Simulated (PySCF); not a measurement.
Species: bicarbonate, CHO3 (charge -1).
Structure used (PBE0-D3(BJ)/def2-SVP), in Å, numbered top down from 1:
```
atom  x, y, z in Å
O1    -0.296    1.173   -0.478
C2    -0.444    0.016   -0.039
O3    -1.440   -0.688    0.125
O4     0.788   -0.601    0.346
H5     1.410    0.106    0.141
```

The closed-shell ground state was solved at several levels (PySCF, density fitting, gas phase, non-relativistic). The geometry's basis has no diffuse functions, a weakness for an anion. No diffuse functions stand in pcJ-1, pcSseg-1 and pcSseg-2, which bears on an anion's orbital energies.

```tsv
level	basis functions	HOMO (eV)	LUMO (eV)	gap (eV)
PBE0/pcSseg-1	73	-0.92	6.83	7.75
B3LYP/pcJ-1	118	-0.59	6.44	7.03
wB97X-D/def2-SVPD	97	-3.56	6.24	9.80
```

Task: Estimate the row for mPW1PW91/pcSseg-2, a basis of 158 functions; the other rows only guide the guess.

Result: HOMO -1.41 eV, LUMO 5.36 eV, gap 6.77 eV.

Task: Over all these levels, which gives the widest orbital gap and which the narrowest?

Result: wB97X-D/def2-SVPD (range-separated hybrid) has the widest, 9.80 eV, and mPW1PW91/pcSseg-2 (global hybrid, 25 % exact exchange) the narrowest, 6.77 eV. Functional and basis both differ between the two, so the spread mixes both effects.

One conformer stands for the species.
